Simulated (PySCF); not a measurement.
Rock-salt NaCl: correlation energy from several methods in one and the same small orbital space (PySCF; 2 atoms at the zone centre, 8 electrons in 55 orbitals, empty ones MP2 natural orbitals of a TZ basis, lattice constant set to 6.48612 Å). Its volume lies 52 % above that of the crystal's usual cell. It tests the methods against each other and lies far from the crystal's limit.

CCSDT(Q) gives -2.9440 eV per atom.

Question: What share of it do MP2, CCSD, CCSD(T), CCSDT recover?

Answer: MP2 84.4 %; CCSD 96.6 %; CCSD(T) 99.6 %; CCSDT 99.9 %.

| method | E_corr (eV per atom) | share of CCSDT(Q) (%) | difference (meV) |
|---|---|---|---|
| MP2 | -2.4849 | 84.4 | 459 |
| CCSD | -2.8435 | 96.6 | 100 |
| CCSD(T) | -2.9323 | 99.6 | 12 |
| CCSDT | -2.9411 | 99.9 | 3 |
| CCSDT(Q) | -2.9440 | 100.0 | 0 |

MP2, (T) and (Q) use filled levels shifted down by the Madelung term, which in so small a cell is a large part of the gap, so these rows hang on it.

CCSDT(Q) is the highest level reached here, not an exact value.
